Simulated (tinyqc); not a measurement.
Extended Hueckel theory, for CO, step by step. One step of it, computed by the program tinyqc.

Task: Wolfsberg-Helmholz matrix. H_ij = K' S_ij (H_ii + H_jj)/2 for i != j (the diagonal keeps H_ii), with K' = 1.75.

overlap S:
```
            1C 2s    1C 2px    1C 2py     1C 2pz     2O 2s    2O 2px    2O 2py     2O 2pz
1C 2s    1.000000  0.000000  0.000000   0.000000  0.510277  0.000000  0.000000  -0.360221
1C 2px   0.000000  1.000000  0.000000   0.000000  0.000000  0.336251  0.000000   0.000000
1C 2py   0.000000  0.000000  1.000000   0.000000  0.000000  0.000000  0.336251   0.000000
1C 2pz   0.000000  0.000000  0.000000   1.000000  0.558380  0.000000  0.000000  -0.250475
2O 2s    0.510277  0.000000  0.000000   0.558380  1.000000  0.000000  0.000000   0.000000
2O 2px   0.000000  0.336251  0.000000   0.000000  0.000000  1.000000  0.000000   0.000000
2O 2py   0.000000  0.000000  0.336251   0.000000  0.000000  0.000000  1.000000   0.000000
2O 2pz  -0.360221  0.000000  0.000000  -0.250475  0.000000  0.000000  0.000000   1.000000
```

diagonal H_ii (eV): 1C 2s -21.400000, 1C 2px -11.400000, 1C 2py -11.400000, 1C 2pz -11.400000, 2O 2s -32.300000, 2O 2px -14.800000, 2O 2py -14.800000, 2O 2pz -14.800000

K = 1.750000

Give: H.

Result:

H (eV):
```
          1C 2s   1C 2px   1C 2py   1C 2pz    2O 2s   2O 2px   2O 2py   2O 2pz
1C 2s   -21.400    0.000    0.000    0.000  -23.977    0.000    0.000   11.410
1C 2px    0.000  -11.400    0.000    0.000    0.000   -7.709    0.000    0.000
1C 2py    0.000    0.000  -11.400    0.000    0.000    0.000   -7.709    0.000
1C 2pz    0.000    0.000    0.000  -11.400  -21.351    0.000    0.000    5.742
2O 2s   -23.977    0.000    0.000  -21.351  -32.300    0.000    0.000    0.000
2O 2px    0.000   -7.709    0.000    0.000    0.000  -14.800    0.000    0.000
2O 2py    0.000    0.000   -7.709    0.000    0.000    0.000  -14.800    0.000
2O 2pz   11.410    0.000    0.000    5.742    0.000    0.000    0.000  -14.800
```
